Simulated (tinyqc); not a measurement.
Stretching all distances: RHF, UHF, MP2, CISD and CCSD against full CI in the sto-6g basis, for H2O, spin multiplicity 1. Computed by the program tinyqc with PySCF. All coordinates are multiplied by the scale. c0^2 is the weight of the RHF determinant in the lowest singlet FCI state (UHF is spin-contaminated and may lie near states of higher spin) and n(LUMO) the first natural occupation beyond the occupied space.

Geometry (angstrom):
```
atom       x        y       z
O     0.0000   0.0000  0.0000
H     0.0000   0.7540  0.4610
H     0.0000  -0.7540  0.4610
```

Full CI energy (hartree) and errors against it (kcal/mol):
```
scale   distance 1-2 (angstrom)      E(FCI)       RHF      UHF      MP2     CISD     CCSD  <S^2> UHF    c0^2  n(LUMO)
0.8600                   0.7600  -75.528138   18.0289  18.0289   4.3960   0.1221   0.0388     0.0000  0.9891   0.0111
1.0600                   0.9368  -75.711314   28.7164  28.7164   8.1873   0.3868   0.0899     0.0000  0.9761   0.0252
1.2700                   1.1224  -75.708445   46.4418  46.4418  15.0745   1.3034   0.2034     0.0000  0.9458   0.0591
1.4700                   1.2991  -75.652656   71.1370  67.2083  25.0812   3.7563   0.4257     0.4409  0.8906   0.1232
1.6800                   1.4847  -75.587295  105.4269  57.0106  38.8101   9.3926   0.6359     1.2390  0.7992   0.2333
1.8800                   1.6615  -75.535827  145.0715  37.0676  53.7039  18.5412  -0.1249     1.6084  0.6835   0.3760
2.0900                   1.8471  -75.499069  191.5184  19.9120  69.7360  31.4427  -4.0161     1.8071  0.5437   0.5445
```

What does the comparison show, and why?

UHF parts from RHF first at scale 1.47 of those listed, where <S^2> leaves zero. The weight c0^2 goes from 0.99 to 0.54 and n(LUMO) from 0.01 to 0.54: static correlation grows as the bonds break into open-shell fragments. The spread of the error along the curve, which distorts its shape, is CCSD 4.7, CISD 31.3, UHF 49.2, MP2 65.3, RHF 173.5 kcal/mol. Below FCI somewhere: CCSD, as non-variational methods may be. The table stops here: at scale 2.29 and beyond, the reference weight falls under 0.45 or RHF, UHF or CCSD hop between solutions, so those rows were left out and the spreads given cover only the rows shown. As computed, partly on other solutions, the errors there reach in size RHF 235, UHF 39, MP2 111, CISD 50, CCSD 0 kcal/mol.
